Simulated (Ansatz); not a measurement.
in.yaml

```yaml
crystal:
  periodic: [false, false, false]
  atoms:
    - {symbol: Cu, position_ang: [-0.795591, 0.006139, 0.004885]}
    - {symbol: C, position_ang: [3.292210, -0.025402, -0.020214]}
    - {symbol: H, position_ang: [3.634768, -1.061546, -0.017225]}
    - {symbol: H, position_ang: [3.652211, 0.493024, 0.870057]}
    - {symbol: H, position_ang: [3.641152, 0.484203, -0.919932]}
basis:
  gaussian: {orbitals: def2-SVP}
magnetization: {spin_polarized: false}
correlation: {method: ccsdt_q, electrons: outside_noble_gas}
```

```sh
$ ansatz run in.yaml --threads 1 --pin off --events-out ev --progress --plain --max-ram 2393MiB
```

Problem. Roughly how long does this take on 1 thread of Arm Neoverse V1, shared host, and how much host memory?

Solution. 1.8 min wall and 0.99 GiB.

```
1085 factors; integrals over basis functions are off by at most 2.2e-7 eV
mean field evaluation 1: about -45658.0968 eV, gradient 5.2e1 eV
mean field evaluation 2: about -45658.1128 eV, gradient 5.2e1 eV
mean field evaluation 4: about -45663.9292 eV, gradient 4.4e0 eV
mean field evaluation 8: about -45663.9993 eV, gradient 8.7e-1 eV
mean field evaluation 16: about -45658.1115 eV, gradient 5.2e1 eV
mean field evaluation 32: about -45662.1714 eV, gradient 7.6e-6 eV
mean field evaluation 64: about -45662.1714 eV, gradient 2.6e-2 eV
mean field -45664.00233345 eV, -1678.1211335817 hartree, gradient 8.3e-6 eV, S^2 0.000000; 4 other end points of the search recorded, 0 dependent functions left out; unrestricted orbitals would lower it
determinant -45664.00233345 eV, -1678.1211335817 hartree, with singles and doubles -45677.04709681 eV, -1678.6005197934 hartree
determinant -45662.17140356 eV, -1678.0538481495 hartree, with singles and doubles -45675.38298795 eV, -1678.5393649204 hartree
determinant -45662.09396438 eV, -1678.0510023120 hartree, with singles and doubles -45673.18534435 eV, -1678.4586030080 hartree
mean field evaluation 96: about -45658.1128 eV, gradient 3.7e1 eV
mean field evaluation 128: about -45660.2554 eV, gradient 1.8e1 eV
mean field evaluation 160: about -45663.8033 eV, gradient 4.9e0 eV
...
cycle  21  -13.80520511 eV  change    4.6e-5 eV  update   3.8e-5
cycle  22  -13.80515585 eV  change    4.9e-5 eV  update   1.7e-5
cycle  23  -13.80515224 eV  change    3.6e-6 eV  update   1.1e-5
cycle  24  -13.80515589 eV  change   -3.6e-6 eV  update   6.2e-6
cycle  25  -13.80517451 eV  change   -1.9e-5 eV  update   3.5e-6
cycle  26  -13.80517477 eV  change   -2.7e-7 eV  update   2.0e-6
cycle  27  -13.80517455 eV  change    2.2e-7 eV  update   1.1e-6
cycle  28  -13.80517300 eV  change    1.5e-6 eV  update   7.9e-7
cycle  29  -13.80517254 eV  change    4.6e-7 eV  update   5.9e-7
cycle  30  -13.80517297 eV  change   -4.3e-7 eV  update   4.2e-7
perturbative correction -0.06577663 eV, -0.0024172465 hartree
WARN: these amplitudes may be one of several solutions (largest doubles amplitude 0.73, level shift 3.92 eV)
Total energy: -45677.87328305 eV, -1678.6308815775 hartree
```
